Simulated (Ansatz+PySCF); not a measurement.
The numbers below are computed, except where a source is named.
## PySCF 2.14.0 run

```python
from pyscf import gto, scf, mp

# the (T+d) and (D+d) sets load through basis_set_exchange
mol = gto.M(atom="""
P 0.279700 0.000000 0.000000
H -0.093230 0.009510 1.331710
H -0.093230 -1.158050 -0.657620
H -0.093230 1.148540 -0.674090
""", basis={'H': 'cc-pvtz', 'P': 'cc-pv(t+d)z'}, charge=1, spin=1)
mf = scf.UHF(mol)
mf.kernel()
pt = mp.MP2(mf, frozen=5).run()
print(mf.e_tot, pt.e_corr, pt.e_tot)
```

The script is written out from the run's settings.

Output:

- Converged: yes
- Reference energy: -342.17609 hartree
- Correlation energy: -0.12967 hartree
- Total energy: -342.30576 hartree
- Spin squared of the determinant: 0.758
